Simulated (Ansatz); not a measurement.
The same path of BFH2O (5 atoms, charge 0, multiplicity 1) was run 3 times with different band settings. Lost on the way: B1–O2, B1–H4. Made: O2–H4.

The calculation used RKS PBE-D4/def2-SVP (Ansatz 0.2.0).

Relaxed end points:

```xyz
5
Properties=species:S:1:pos:R:3
B 0.385 -0.015 0.084
O 0.578 -0.119 1.419
H -0.263 -0.210 1.907
H 1.341 0.104 -0.651
F -0.857 -0.042 -0.427
```

```xyz
5
Properties=species:S:1:pos:R:3
B -0.251 -0.487 -0.791
O 0.763 0.380 1.320
H 0.517 -0.421 1.825
H 1.482 0.038 0.751
F -1.326 0.208 -0.774
```

Common settings: movable images 5; climbing image yes; optimiser quadratic models (default); start path through a guess of the saddle point; iteration limit 60; end points relaxed.

| run | spring | force threshold |
| --- | --- | --- |
| 1 | 5.0 eV/Å² | 0.03 eV/Å |
| 2 | 2.0 to 10.0 eV/Å², energy-weighted | 0.03 eV/Å |
| 3 | 5.0 eV/Å² | 0.5 eV/Å |

Q: What does each run give, and how far can it be trusted?

A: Run 1: converged after 30 iterations, highest image 4.429 eV above the first end. Neighbouring images differ by up to 2.0 eV, so the band resolves the path poorly. A vibrational analysis at the climbing image gives one clearly imaginary mode, 1211i cm⁻¹: a first-order saddle point.
Run 2: converged after 25 iterations, highest image 4.429 eV above the first end. Neighbouring images differ by up to 2.3 eV, so the band resolves the path poorly. Another band between the same ends (5 images) ends at a top of the same energy, where a vibrational analysis finds 1 clearly imaginary mode.
Run 3: converged after 10 iterations, highest image 4.441 eV above the first end. The threshold of 0.5 eV/Å is loose, so the images may lie well off the minimum-energy path. The profile has 2 maxima (images 1, 4) with wells between them (image 2): this band takes more than one step, which may be the mechanism or a detour left from its start path. Neighbouring images differ by up to 2.6 eV, so the band resolves the path poorly. The order of the stationary point at the top wasn't checked.
The orbitals stay closed-shell, which can raise the energy where a bond breaks towards radicals; this wasn't checked here.
